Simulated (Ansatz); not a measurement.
SiF2H2 (SiH₂F₂). Total charge 0; triplet. Geometry r2SCAN-D4/def2-TZVP, that of the neutral singlet; atoms count from 1.

| atom | x (Å) | y (Å) | z (Å) |
| --- | --- | --- | --- |
| Si1 | -0.0295 | 0.0230 | -0.0403 |
| F2 | -0.1782 | -1.4637 | 0.4940 |
| F3 | 1.1215 | 0.7286 | 0.7935 |
| H4 | -1.2935 | 0.7384 | 0.2077 |
| H5 | 0.3796 | -0.0263 | -1.4549 |

At PBE0-D4/def2-TZVP a singlet of charge 0 lies 7.96 eV below the triplet at the same geometry.

(1) Estimate the Mulliken populations from the PBE0/def2-TZVP orbitals of Ansatz.

(2) Where does the spin sit?

(3) And the Mayer bond orders between heavy atoms (over 0.3)?

Results:

(1) 
| atom | charge (e) | spin (α − β) |
| --- | --- | --- |
| Si1 | 0.04 | 1.18 |
| F2 | -0.21 | 0.09 |
| F3 | -0.21 | 0.09 |
| H4 | 0.19 | 0.32 |
| H5 | 0.19 | 0.32 |
Mulliken values depend strongly on the basis.

(2) Summed by element: Si 1.18, F 0.18, H 0.64, of 2 unpaired in all. Largest on single atoms: Si1 1.18, H4 0.32, H5 0.32.

(3) Si1–F2 1.14 (1.59 Å); Si1–F3 1.14 (1.59 Å).
